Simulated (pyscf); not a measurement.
Single points on ωB97X-D3(BJ)/def2-SVP structures (PySCF, gas phase). MP2 and CC: frozen core, UHF for open shells. ΔMP2 is the change of the MP2 total energy from the triple- to the quadruple-zeta basis.

**Question.** How much does it cost (ΔH, 298 K, CCSD(T)/def2-TZVPP + ΔMP2(QZVPP)) to split `[CH3][ZnH]` at its H–Zn bond into [H₃C–Zn]• + H•?

**Answer.** H–Zn to [H₃C–Zn]• + H•: 80.7 kcal/mol. The radicals are drawn with the spin at the cut bond; how far it spreads was not checked. Other isomers of [H₃C–Zn]• were not searched in full and may lie lower. The CCSD(T) − MP2 part came from Ansatz, without density fitting, on the same reference. The frozen core leaves the outer d or s,p core shells of the metals and heavy elements correlated in the MP2 and CC values, and def2-TZVPP describes them poorly, which can shift differences by a few kcal/mol. Elements up to Kr have no core potential and no relativistic terms here.
